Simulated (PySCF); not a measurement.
Process, species as SMILES: P#P (P2) + 3 [H][H] (H2) → 2 P (PH3)
B3LYP-D3(BJ)/def2-TZVP geometries, fixed; electronic energies without zero-point terms.
Largest species:
```xyz
4

P      0.0029     0.0016     0.1282
H     -0.0038     1.1839    -0.6561
H      1.0120    -0.6137    -0.6568
H     -1.0521    -0.5944    -0.6098
```
Charge 0, spin multiplicity 1.

How fast the energy of full hydrogenation converges with the basis for several methods (PySCF): deviation from each method's own reference, in kcal/mol. References: HF -55.19 kcal/mol, the value in aug-pcseg-3; PBE -43.00 kcal/mol, the value in aug-pcseg-3; PBE0 -50.12 kcal/mol, the value in aug-pcseg-3. All functions are spherical. Density fitting with generated auxiliary sets. In sets without p functions on hydrogen, species with hydrogen take exact integrals. No added dispersion term, no relativity. 

```tsv
basis	functions	HF	PBE	PBE0
pcseg-1	36	(withheld)	-1.61	-2.14
6-31G*	36	(withheld)	2.22	0.75
6-311G**	52	(withheld)	-2.44	-3.47
6-311+G**	60	(withheld)	-0.53	-1.55
aug-pcseg-2	119	(withheld)	-0.20	-0.25
cc-pV(Q+d)Z	154	(withheld)	-0.20	-0.15
def2-QZVPPD	175	(withheld)	0.09	0.08
aug-cc-pV(Q+d)Z	227	(withheld)	-0.25	-0.14
```

Some entries are withheld; supply them.


- pcseg-1, HF: -3.77
- 6-31G*, HF: -1.64
- 6-311G**, HF: -6.46
- 6-311+G**, HF: -4.38
- aug-pcseg-2, HF: -0.33
- cc-pV(Q+d)Z, HF: -0.04
- def2-QZVPPD, HF: 0.10
- aug-cc-pV(Q+d)Z, HF: 0.05

Mean absolute deviation over 6-311G**, 6-311+G**, aug-pcseg-2: PBE 1.06, PBE0 1.76, HF 3.72 kcal/mol.
